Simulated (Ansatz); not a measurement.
**A basis-limit estimate, worked out**

An elementary step of CH₄FS, doublet (CH₂F ([CH2][F]) + H₂S → CH₃F ([CH3][F]) + HS; bonds formed: H1–C3; bonds broken: H1–S2). “Start” is the structure reached by relaxing down from the saddle towards the reactants; PBE0-D4/def2-TZVP structures. The saddle:

```tsv
atom	x (Å)	y (Å)	z (Å)
H1	0.3228	-0.5954	0.0307
S2	1.5060	-1.3479	0.4195
C3	-0.8654	0.3710	-0.3180
F4	-0.4910	1.5765	0.1116
H5	2.0784	-0.2266	0.8849
H6	-0.8847	0.2883	-1.4014
H7	-1.6662	-0.0658	0.2727
```

Ansatz 0.2.0; basis: def2-TZVPP and def2-QZVPP; cores frozen in the correlated methods; orbitals are unrestricted.

Energies in eV:

| quantity | saddle | start |
| --- | --- | --- |
| Hartree–Fock, triple zeta (X = 3) | -14616.69825 | -14617.28392 |
| Hartree–Fock, quadruple zeta (X = 4) | -14617.19015 | -14617.77856 |
| MP2 correlation, X = 3 | -16.34809 | -16.04638 |
| MP2 correlation, X = 4 | -17.74140 | -17.42990 |
| CCSD(T) correlation, X = 3 | -18.02907 | -17.70427 |

Question: Work out the barrier at the basis limit: extrapolate Hartree–Fock as E(X) = E∞ + A exp(−7.88 √X) and the MP2 correlation as E(X) = E∞ + B X^−2.97 (the exponents that Neese and Valeev fitted for def2-TZVPP and QZVPP), then add CCSD(T) − MP2 in triple zeta.

Answer: Each step is linear, so take the differences first (saddle − start): Hartree–Fock 0.58567 (X = 3) and 0.58841 (X = 4); MP2 correlation -0.30171 and -0.31150; CCSD(T) correlation -0.32480.
Two points give E∞ = E(4) + w [E(4) − E(3)], with w = 1/(exp(7.88 (2 − √3)) − 1) = 0.1377 for Hartree–Fock and w = 1/((4/3)^2.97 − 1) = 0.7407 for the correlation.
Hartree–Fock: 0.58841 + 0.1377 × 0.00274 = 0.5888 eV.
MP2 correlation: -0.31150 + 0.7407 × (-0.00979) = -0.3188 eV.
CCSD(T) − MP2: -0.32480 − (-0.30171) = -0.0231 eV.
Sum: 0.5888 + (-0.3188) + (-0.0231) = 0.2469 eV, or 5.69 kcal/mol. Plain CCSD(T) in triple zeta gives 0.2609 eV, so the larger basis shifts the result by -0.0140 eV.

No T1 diagnostic of these runs exceeds 0.016. ⟨S²⟩ of the unrestricted Hartree–Fock references: 0.76 to 0.79 (a pure state has 0.75).

Labels in which every atom is bracketed show which atoms are joined, not bond orders.

For scale, one of the runs: CCSD(T)/def2-TZVPP, 160 basis functions, launched by `ansatz run in.yaml --threads 4 --pin off --events-out ev --progress --plain --max-ram 9574MiB`. The run took 80 s on 4 CPU threads of an Arm Neoverse N1 (shared host), with 2.9 GiB of host memory at its peak.
